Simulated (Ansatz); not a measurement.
# H₂NaOSi+ (SMILES [Na][O][SiH2+]): functionals against CCSD(T) at one geometry

An exercise on one series of results from a longer session: the logs are not shown, and one member is left open.

Computed with Ansatz 0.2.0, Gaussian basis. Level: single points in def2-TZVPP.

Cores are frozen in the correlated methods. The outer core shell of Li, Na, Mg and K is correlated.

## The starting structure

5 atoms, charge 1, spin multiplicity 1.

Atoms are counted from 1 here; the program's logs count them from 0.

Bond lengths: Na1–O2 1.976 Å, O2–Si3 1.474 Å, Si3–H4 1.476 Å, Si3–H5 1.481 Å. Angles: Na1–O2–Si3 175.2°, O2–Si3–H4 128.6°, O2–Si3–H5 122.1°, H4–Si3–H5 108.6°.

Geometry (Å):

```xyz
5
charge 1, multiplicity 1
Na   -2.62670    0.17430    0.87340
O    -0.76690    0.03880    0.21840
Si    0.65440   -0.08650   -0.15280
H     1.42890   -1.31100   -0.43530
H     1.47820    1.08850   -0.51910
```

Set-up of the first run:

Input file run/in.yaml:

```yaml
crystal:
  periodic: [false, false, false]
  atoms:
    - {symbol: Na, position_ang: [-2.626700, 0.174300, 0.873400]}
    - {symbol: O, position_ang: [-0.766900, 0.038800, 0.218400]}
    - {symbol: Si, position_ang: [0.654400, -0.086500, -0.152800]}
    - {symbol: H, position_ang: [1.428900, -1.311000, -0.435300]}
    - {symbol: H, position_ang: [1.478200, 1.088500, -0.519100]}
basis:
  gaussian: {orbitals: def2-TZVPP}
total_charge: 1
correlation: {method: ccsd_t}
output: {forces: true}
```

The command line of these runs was not kept.

Among the steps run: CCSD(T)/def2-TZVPP; PBE0-D4/def2-TZVPP; wB97M-V/def2-TZVPP; r2SCAN-D4/def2-TZVPP; PBE-D4/def2-TZVPP; B97M-V/def2-TZVPP; BLYP-D4/def2-TZVPP.

One table of the session follows, with a row left open; its other results are not shown here.

| method | RMS force component (eV/Å) | angle to CCSD(T) forces (°) |
| --- | --- | --- |
| CCSD(T) | 1.439 | reference |
| PBE0-D4 | 1.272 | 2.7 |
| wB97M-V | 1.348 | 2.8 |
| r2SCAN-D4 | 1.350 | 2.1 |
| PBE-D4 | ? | ? |
| B97M-V | 1.215 | 3.0 |
| BLYP-D4 | 1.587 | 3.9 |

Estimate the missing values for PBE-D4.

The run gave: RMS force component (eV/Å): 1.526; angle to CCSD(T) forces (°): 5.6. In the column «RMS force component (eV/Å)» it lies between CCSD(T) (1.439) and BLYP-D4 (1.587).
